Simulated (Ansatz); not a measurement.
Ansatz (an electronic-structure program) input (B3LYP-D3(BJ)/def2-TZVP):

Ansatz 0.2 input:
```yaml
crystal:
  periodic: [false, false, false]
  atoms:
    - {symbol: C, position_ang: [-0.02599126, -1.03175523, -0.00010732]}
    - {symbol: C, position_ang: [0.56467503, 0.15362398, -0.02020549]}
    - {symbol: C, position_ang: [0.03944380, 1.40153032, -0.03197374]}
    - {symbol: H, position_ang: [-1.11952155, -1.23757945, 0.01155971]}
    - {symbol: H, position_ang: [0.56361607, -1.95483572, 0.00677977]}
    - {symbol: N, position_ang: [-0.10157471, 2.57169407, -0.04582782]}
basis:
  gaussian:
    orbitals: def2-TZVP
hamiltonian:
  xc: b3lyp
  dispersion: d3bj
total_charge: -1
relax: {f_tol: 0.002, max_steps: 150}
```

End of the output:

```
integrals: 0.04 GiB planned
783 factors; their error is unknown
mean field: 0.43 GiB planned
mean field evaluation 96: about -4633.9427 eV, gradient 1.5e-1 eV
mean field -4633.94596217 eV, -170.2943731084 hartree, gradient 2.0e-5 eV, S^2 0.000000; 1 other end points of the search recorded, 0 dependent functions left out
the calculation of the forces begins
reference -4633.94617407 eV, -170.2943808957 hartree; 14, 14 occupied and 122, 122 virtual orbitals, 783 factors
Total energy: -4634.11669730 eV, -170.3006475088 hartree
Atom 0 at     0.001067    -1.005729    -0.000677 Å, force     0.000782     0.000427     0.000035 eV/Å
Atom 1 at     0.740709     0.115333    -0.021130 Å, force    -0.000082    -0.001412    -0.000594 eV/Å
Atom 2 at     0.102920     1.362290    -0.031970 Å, force    -0.000208     0.001616     0.000518 eV/Å
Atom 3 at    -1.099230    -1.040806     0.008925 Å, force    -0.000388    -0.000097    -0.000201 eV/Å
Atom 4 at     0.469517    -1.993351     0.008008 Å, force    -0.000045    -0.000151     0.000318 eV/Å
Atom 5 at    -0.294336     2.464941    -0.042930 Å, force    -0.000058    -0.000383    -0.000075 eV/Å
Dipole moment:    -0.261456    -0.423691     0.007608 e Å
```

It need not be the lowest isomer of its formula. Whether it binds its extra electron was not tested at this geometry.
